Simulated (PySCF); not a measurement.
## One molecule, a ladder of functionals, a line

Molecule: Methyl cyclopropyl ketone, C5H8O.

Mapped SMILES: `[CH3:1][C:2](=[O:3])[CH:4]1[CH2:5][CH2:6]1` (H(Xn): hydrogen on atom n). Ha(C5), Ha(C6) are cis to C2 on the ring; Hb(C5), Hb(C6) are trans to C2 on the ring.

GIAO shieldings (ppm, equivalent atoms averaged) in PySCF 2.14.0 with density-fitted response routines on the PBE0-D3(BJ)/def2-SVP geometry, basis pcSseg-1, gas phase, non-relativistic:

| functional | exact exchange (%) | σ(C4) | σ(C5/C6) |
| --- | --- | --- | --- |
| BLYP | 0 | 153.5 | 159.7 |
| BP86 | 0 | 157.3 | 163.8 |
| PBE | 0 | 157.9 | 164.4 |
| B3LYP | 20 | 158.4 | 165.3 |
| mPW1PW91 | 25 | 162.7 | 169.7 |
| BHandHLYP | 50 | 165.7 | 172.4 |
| HF | 100 | 177.4 | 182.8 |

(1) Fit each shielding as a line in the percentage of exact exchange.

(2) What does the line predict for PBE0 (25 %), and what does the run give?

Answers

(1) σ(C4) = 156.0 + 0.21 x (rms 1.6 ppm); σ(C5/C6) = 162.7 + 0.20 x (rms 1.7 ppm). The functionals also differ in their semilocal parts, which the line can't hold; Hartree–Fock has no correlation at all.

(2) σ(C4): 161.2 predicted, 163.7 computed; σ(C5/C6): 167.7 predicted, 170.7 computed ppm.
